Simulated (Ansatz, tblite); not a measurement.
**The cluster P3−: rung by rung**

How do method and basis change the picture of the cluster P3− (singlet)?

Method: as each input shows; program: Ansatz 0.2.0, Gaussian basis.

Levels to be run: GFN1-xTB, GFN2-xTB, PBE-D4/def2-TZVPD, r2SCAN-D4/def2-TZVPD, B2PLYP/def2-TZVPD, ωB97M-V/def2-TZVPD, BHLYP-D4/def2-TZVPD, HSE06-D4/def2-TZVPD, r2SCAN0-D4/def2-TZVPD, LC-ωPBE(0.10)/def2-TZVPD, LC-ωPBE(0.15)/def2-TZVPD, LC-ωPBE(0.20)/def2-TZVPD, LC-ωPBE(0.30)/def2-TZVPD, PBE-D4/def2-SVPD, PBE0-D4/def2-SVPD, HF/STO-3G, HF/6-31G, B3LYP-D4/6-31G, CCSD(T)/def2-TZVPPD, MP2/def2-TZVPD, RPA/def2-TZVPD.

**1. The relaxed structure**

The geometry is that of the singlet, from an earlier relaxation (PBE-D4/def2-TZVPD). At that level it is the lowest of the isomers that a small search found.

3 atoms, charge -1, spin multiplicity 1.

Bond lengths: P1–P2 1.964 Å, P2–P3 1.964 Å. Angles: P1–P2–P3 180.0°.

The ion is computed in the gas phase, without counter-ions or solvent.

PBE0-D4/def2-TZVPD was run before; its log isn't repeated, and its numbers join the tables.

**2. GFN1-xTB**

Tight binding, by tblite at 300 K electronic temperature and without a spin-polarisation term:

```python
tblite.interface.Calculator('GFN1-xTB', numbers, positions, charge=-1, uhf=0).singlepoint()
```

Energy -217.0974 eV, HOMO -1.24 eV, LUMO 1.47 eV; 0.002 s.

**3. GFN2-xTB**

Tight binding, by tblite at 300 K electronic temperature and without a spin-polarisation term:

```python
tblite.interface.Calculator('GFN2-xTB', numbers, positions, charge=-1, uhf=0).singlepoint()
```

Energy -210.2559 eV, HOMO -4.29 eV, LUMO -2.42 eV; 0.002 s.

**4. PBE-D4/def2-TZVPD**

start.molden holds the orbitals of an earlier run on this state, given as this run's starting guess.

Input file in.yaml:

```yaml
crystal:
  periodic: [false, false, false]
  atoms:
    - {symbol: P, position_ang: [0.170229, 0.481539, 1.896698]}
    - {symbol: P, position_ang: [0.000096, -0.000002, -0.000008]}
    - {symbol: P, position_ang: [-0.170325, -0.481538, -1.896689]}
basis:
  gaussian: {orbitals: def2-TZVPD, initial_orbitals: start.molden}
total_charge: -1
hamiltonian: {xc: pbe, dispersion: d4}
scf: {omitted_lower_state_checks: [starts]}
output: {forces: true, orbitals: {seedname: orbitals}}
```

On the command line:

```sh
$ ansatz run in.yaml --threads 4 --pin off --events-out ev --progress --plain --max-ram 3916MiB
```

After this run come: r2SCAN-D4/def2-TZVPD; B2PLYP/def2-TZVPD; ωB97M-V/def2-TZVPD; BHLYP-D4/def2-TZVPD; HSE06-D4/def2-TZVPD; r2SCAN0-D4/def2-TZVPD; LC-ωPBE(0.10)/def2-TZVPD; LC-ωPBE(0.15)/def2-TZVPD; LC-ωPBE(0.20)/def2-TZVPD; LC-ωPBE(0.30)/def2-TZVPD; PBE-D4/def2-SVPD; PBE0-D4/def2-SVPD; HF/STO-3G; HF/6-31G; B3LYP-D4/6-31G; CCSD(T)/def2-TZVPPD; MP2/def2-TZVPD; RPA/def2-TZVPD.

Q: Predict the results of all the runs planned. Wanted: gap in def2-TZVPD, named functionals, smallest and largest; gap over the ω; correlation energy, CCSD(T)/def2-TZVPPD; correlation energy, MP2/def2-TZVPD; PBE0 total energy, smallest basis above largest.

**Answer**, as computed:

```
                                                  quantity                                value
gap in def2-TZVPD, named functionals, smallest and largest  2.67 eV (PBE-D4), 7.45 eV (ωB97M-V)
                                   gap over the ω (1/bohr)       5.35 eV at 0.1, 7.63 eV at 0.3
                   correlation energy, CCSD(T)/def2-TZVPPD                            -14.01 eV
                        correlation energy, MP2/def2-TZVPD                            -12.48 eV
           PBE0 total energy, smallest basis above largest      9.59 eV (def2-SVPD, def2-TZVPD)
```

What this shows: Over the named functionals in def2-TZVPD the gap runs from 2.67 eV (PBE-D4) to 7.45 eV (ωB97M-V); exact exchange widens it. Raising the ω (1/bohr) from 0.1 to 0.3 moves the HOMO by -1.32 eV and the LUMO by +0.96 eV. Notes on CCSD(T)/def2-TZVPPD: large T1 diagnostic.

The anion's highest level is positive in at least one run, so there the basis alone may hold the extra electron.
